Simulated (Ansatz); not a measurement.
## A ladder of methods for CClF2 (chlorodifluoromethyl radical)

CClF2 has 4 atoms, charge 0, and is taken as a doublet. As SMILES, `F[C](F)Cl`. Geometry: relaxed at PBE0-D4/def2-TZVP.

```xyz
4

F     0.0262    0.1693    1.2946
C    -0.2306   -0.1902    0.0564
F     0.5730   -1.1607   -0.3186
Cl   -0.3130    1.1212   -1.0527
```

Quantity: the energy change with the C2–Cl4 bond stretched from 1.719 to 4.299 Å, in eV. The values are calculated.

```tsv
level	kind	program	value (eV)	less FCI/STO-3G	CPU time (all runs)
U-revPBE/STO-3G	GGA	Ansatz	1.83	+0.24	10 s
U-r2SCAN/STO-3G	meta-GGA	Ansatz	2.19	+0.60	34 s
U-r2SCAN0/STO-3G	hybrid meta-GGA	Ansatz	2.51	+0.92	33 s
UBHLYP/STO-3G	global hybrid	Ansatz	2.30	+0.71	5.8 s
UPBE0/STO-3G	global hybrid	Ansatz	2.48	+0.89	6.5 s
U-wB97X/STO-3G	range-separated hybrid	Ansatz	2.32	+0.73	58 s
UCCSDT(Q)/STO-3G	coupled cluster or CI	Ansatz	1.58	-0.01	7.1 s
FCI/STO-3G	exact in the basis	Ansatz	1.59	0.00	21 s
```

FCI/STO-3G is exact within its basis and frozen core, so for wave-function methods in that basis the difference is their error; functionals converge differently with the basis, so for them it is only a difference. The first shape isn't each level's own minimum. The values span 1.58 to 2.51 eV. Spin contamination of the reference (⟨S²⟩ at least 0.1 too high) touches UCCSDT(Q)/STO-3G. All rows use very small basis sets, so even the best lies far from the true value. Times are those of the runs behind each value, whatever else they computed, on shared processors of several kinds: orders of magnitude only.
